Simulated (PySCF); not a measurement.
**How the functional moves excitation energies**

Species: C2H4.
SMILES: `C=C`

Linear-response calculations in the def2-SVPD basis (PySCF; singlets by full response, triplets Tamm–Dancoff, core orbitals frozen in the response; HF means time-dependent Hartree–Fock). 'Strongest' is the level of largest summed f among the singlets computed (10 roots, of which the last may lack a degenerate partner); it can jump between rows when another state enters that window. S1 is the lowest singlet of each run and needn't be the same state throughout; f(S1) is that of one state. Geometry: PBE0-D3(BJ)/def2-SVP; no solvent, vibrations or thermal averaging.

```
functional                               kind  S1 (eV)  f(S1)  strongest (eV)  T1 (eV)  HOMO (eV)  gap (eV)  ionisation energy, ΔSCF (eV)
     B3LYP  global hybrid, 20% exact exchange     7.42  0.063            7.76     4.47      -7.66      7.48                         10.61
      PBE0  global hybrid, 25% exact exchange     7.68  0.067            7.86     4.37      -7.90      7.99                         10.53
 BHandHLYP  global hybrid, 50% exact exchange     7.68  0.070            7.76     4.25      -8.86     10.05                         10.27
 CAM-B3LYP             range-separated hybrid     7.64  0.068            7.78     4.40      -9.27     10.50                         10.59
   wB97X-D             range-separated hybrid     7.82  0.376            7.82     4.55      -9.80     11.75                         10.52
   LC-wPBE             range-separated hybrid     7.90  0.378            7.90     4.23     -10.74     13.20                         10.56
```

S1 runs from 7.42 eV (B3LYP) to 7.90 eV (LC-wPBE), a spread of 0.48 eV, while the orbital gap spreads over 5.7 eV. −ε(HOMO) comes closest to its own ΔSCF ionisation energy with LC-wPBE (+0.18 eV) and misses most with B3LYP (-2.95 eV). The lowest singlet of a reference set is 1B3u(π→3s) at 7.39 eV (computed, theoretical best estimate (aug-cc-pVTZ, frozen core, CC3 geometry), gas; Veril, Scemama, Caffarel, Lipparini, Boggio-Pasqua, Jacquemin, Loos, WIREs Comput. Mol. Sci. 2021, 11, e1517 (QUESTDB)). The lowest computed singlet differs from it by B3LYP +0.03, CAM-B3LYP +0.25, BHandHLYP +0.29, PBE0 +0.29, wB97X-D +0.43, LC-wPBE +0.51 eV; geometry and basis of the reference needn't be the same. The lowest triplet of a reference set is 3B1u(π→π*) at 4.54 eV (computed, theoretical best estimate (aug-cc-pVTZ, frozen core, CC3 geometry), gas; Veril, Scemama, Caffarel, Lipparini, Boggio-Pasqua, Jacquemin, Loos, WIREs Comput. Mol. Sci. 2021, 11, e1517 (QUESTDB)). The lowest computed triplet differs from it by wB97X-D +0.01, B3LYP -0.07, CAM-B3LYP -0.14, PBE0 -0.17, BHandHLYP -0.29, LC-wPBE -0.31 eV; geometry and basis of the reference needn't be the same.
